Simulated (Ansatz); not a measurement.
Ideal-gas functions of C$_{2}$H$_{4}$Cl$_{2}$, SMILES `CC(Cl)Cl` at 600 K and 1 bar, from an Ansatz frequency run at PBE0-D4/def2-TZVP.

Molar mass 98.96 g/mol, point group Cs (symmetry number 1), electronic degeneracy 1, moments of inertia 78.045, 159.221, 223.932 u Å². Harmonic wavenumbers (cm⁻¹, unscaled): 267, 275, 318, 407, 663, 713, 997, 1073, 1112, 1254, 1307, 1406, 1472, 1477, 3065, 3143, 3148, 3165.

Use S(trans) = R[1.5 ln M + 2.5 ln T − 1.1517]; rotational temperatures θ = 24.2544 K / I; S(rot) = R[ln(√π/σ · √(T³/θAθBθC)) + 1.5]; for each mode x = 1.438777 ν̃/T, S = R[x/(eˣ − 1) − ln(1 − e⁻ˣ)] and H = RT x/(eˣ − 1); 1 cm⁻¹ = 0.0119627 kJ/mol; R = 8.31446 J/(mol·K).

Task: By hand: the entropy, in J/(mol·K).

Result: Translation 180.7. Rotation: θ = 0.3108, 0.1523, 0.1083 K, giving 118.9. Vibration, mode by mode: 12.16, 11.93, 10.77, 8.84, 5.28, 4.80, 2.80, 2.43, 2.25, 1.72, 1.56, 1.29, 1.13, 1.12, 0.04, 0.04, 0.04, 0.04, in all 68.2. Electronic 0.0. Sum 367.8 J/(mol·K).

Task: By hand: H − E and G − E in kJ/mol, counted from the electronic energy.

Result: Zero-point energy ½ × 25262 × 0.0119627 = 151.1; thermal vibration 23.8; translation, rotation and pV give 4 RT = 20.0. H − E = 194.9 kJ/mol, and G − E = 194.9 − 600 × 367.8/1000 = -25.8 kJ/mol.

Vibration gives 19 % of the entropy.
